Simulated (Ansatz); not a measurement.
Geometry optimisation, RKS PBE0-D4/def2-SVP (Ansatz 0.2.0).

Input:

```yaml
crystal:
  periodic: [false, false, false]
  atoms:
    - { symbol: "N", position_ang: [-1.4271, 1.0172, -1.1044] }
    - { symbol: Al, position_ang: [-0.0008, 0.9499, 0.0879] }
    - { symbol: Si, position_ang: [0.95401, 2.97359, 0.78082] }
    - { symbol: H, position_ang: [-1.6759, 0.0919, -1.3506] }
    - { symbol: H, position_ang: [-1.114, 1.4865, -2.0142] }
    - { symbol: H, position_ang: [0.54788, -0.46179, 0.64539] }
    - { symbol: H, position_ang: [0.84365, 3.08768, 2.29519] }
    - { symbol: H, position_ang: [0.28835, 4.0801, 0.1968] }
    - { symbol: H, position_ang: [2.43982, 2.96814, 0.4445] }
basis:
  gaussian: { orbitals: def2-SVP }
hamiltonian:
  xc: pbe0
  dispersion: d4
relax:
  f_tol: 0.015
  max_steps: 40
```

Command:

```bash
$ ansatz run input.yaml --threads 1 --pin off --max-ram 2048MiB --backend cpu --events-out ev --progress --plain --runs-dir out
```

Problem. Where does it end, and by what steps?

Solution. The forces met the threshold. The force dipped under the threshold on the way, but the program's further checks kept it going. After 16 steps the energy has fallen by 0.578 eV; H5 moved furthest, 0.55 Å.

```json
{"step": "0", "energy less start (eV)": "0.0000", "largest force component (eV/Å)": "2.344", "accepted": "yes"}
{"step": "1", "energy less start (eV)": "-0.3040", "largest force component (eV/Å)": "1.520", "accepted": "yes"}
{"step": "2", "energy less start (eV)": "-0.5315", "largest force component (eV/Å)": "0.783", "accepted": "yes"}
{"step": "3", "energy less start (eV)": "-0.4869", "largest force component (eV/Å)": "1.445", "accepted": "no"}
{"step": "4", "energy less start (eV)": "-0.5671", "largest force component (eV/Å)": "0.319", "accepted": "yes"}
{"step": "5", "energy less start (eV)": "-0.5760", "largest force component (eV/Å)": "0.034", "accepted": "yes"}
{"step": "6", "energy less start (eV)": "-0.5758", "largest force component (eV/Å)": "0.064", "accepted": "no"}
{"step": "7", "energy less start (eV)": "-0.5765", "largest force component (eV/Å)": "0.013", "accepted": "yes"}
{"step": "8", "energy less start (eV)": "-0.5767", "largest force component (eV/Å)": "0.020", "accepted": "yes"}
{"step": "9", "energy less start (eV)": "-0.5768", "largest force component (eV/Å)": "0.024", "accepted": "yes"}
{"step": "10", "energy less start (eV)": "-0.5770", "largest force component (eV/Å)": "0.028", "accepted": "yes"}
{"step": "11", "energy less start (eV)": "-0.5772", "largest force component (eV/Å)": "0.027", "accepted": "yes"}
{"step": "12", "energy less start (eV)": "-0.5773", "largest force component (eV/Å)": "0.030", "accepted": "yes"}
{"step": "13", "energy less start (eV)": "-0.5774", "largest force component (eV/Å)": "0.039", "accepted": "yes"}
{"step": "14", "energy less start (eV)": "-0.5775", "largest force component (eV/Å)": "0.032", "accepted": "yes"}
{"step": "15", "energy less start (eV)": "-0.5776", "largest force component (eV/Å)": "0.017", "accepted": "yes"}
{"step": "16", "energy less start (eV)": "-0.5777", "largest force component (eV/Å)": "0.012", "accepted": "yes"}
```

```xyz
9
Properties=species:S:1:pos:R:3
N -1.171 0.854 -1.208
Al 0.043 0.839 0.085
Si 1.006 2.978 0.794
H -1.634 0.032 -1.584
H -1.508 1.684 -1.685
H 0.429 -0.575 0.701
H 0.808 3.212 2.262
H 0.397 4.143 0.072
H 2.485 3.027 0.544
```

Run time: 39 s on 1 thread of Arm Neoverse V2, on a shared host, peak memory 0.14 GiB.
